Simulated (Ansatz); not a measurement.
Run this with the Python package of Ansatz (0.2.0) and show what comes out.

The script, `nap_adiabatic.py`:
```python
import ansatz as az
import numpy as np

GEOMETRY = """
Na    0.00000    0.00000    0.00000
P     0.00000    0.00000    2.64000
"""


def main() -> None:
    mol = az.Crystal.molecule()
    for line in GEOMETRY.strip().splitlines():
        symbol, *xyz = line.split()
        mol = mol.atom(symbol, [float(v) for v in xyz])

    setup = (
        mol.calculation()
        .basis(gaussian="def2-SVP")
        .functional("pbe0")
        .spin("collinear", total=2)
    )
    symbols = [site.symbol for site in mol.cartesian_sites]
    start = np.array([site.position_ang for site in mol.cartesian_sites], dtype=float)
    r = setup.relax(force_tolerance=0.01).run().report
    end = np.array(r["positions_ang"])

    minimum = az.Crystal.molecule()
    for symbol, place in zip(symbols, end):
        minimum = minimum.atom(symbol, place.tolist())
    ion = minimum.calculation()
    ion = ion.basis(gaussian="def2-SVP")
    ion = ion.functional("pbe0")
    ion = ion.charge(1)
    ion = ion.spin("collinear", total=1)
    vertical = ion.run().report
    settled = ion.relax(force_tolerance=0.01, max_steps=80).run().report
    print(f"vertical ionisation energy   {vertical['free_energy_ev'] - r['free_energy_ev']:.3f} eV")
    print(f"adiabatic, no zero point     {settled['free_energy_ev'] - r['free_energy_ev']:.3f} eV")
    print(f"relaxation energy of the ion {vertical['free_energy_ev'] - settled['free_energy_ev']:.3f} eV")
    ionised = np.array(settled["positions_ang"])
    print("final positions (A) and the move of each atom")
    for symbol, xyz, old in zip(symbols, ionised, end):
        print(f"{symbol:2s} {xyz[0]:10.5f} {xyz[1]:10.5f} {xyz[2]:10.5f}   {np.linalg.norm(xyz - old):7.4f}")


if __name__ == "__main__":
    main()
```

```console
$ python nap_adiabatic.py
vertical ionisation energy   6.993 eV
adiabatic, no zero point     6.873 eV
relaxation energy of the ion 0.121 eV
final positions (A) and the move of each atom
Na   -0.00000   -0.00000   -0.21061    0.1965
P     0.00000    0.00000    2.85061    0.1965
```

What to keep in mind:
- The energies are electronic: no zero-point or thermal terms, and the basis set is short of its limit. The product may relax into another structure. Each relaxation finds its nearest minimum, which needn't be the lowest.
- The run takes the species as open-shell (spin multiplicity 3), which needn't be its ground state.
- The expectation value of S² is noticeably off S(S+1) in at least one run, so that state is spin-contaminated.
- Only the spin states typed were run; another state of an ion can lie lower, by up to an eV or two.
- The spin state was assumed, and another may lie lower.
- Hardware and time: 28 s on 1 thread of Arm Neoverse V1 (shared host), peak memory 0.18 GiB.
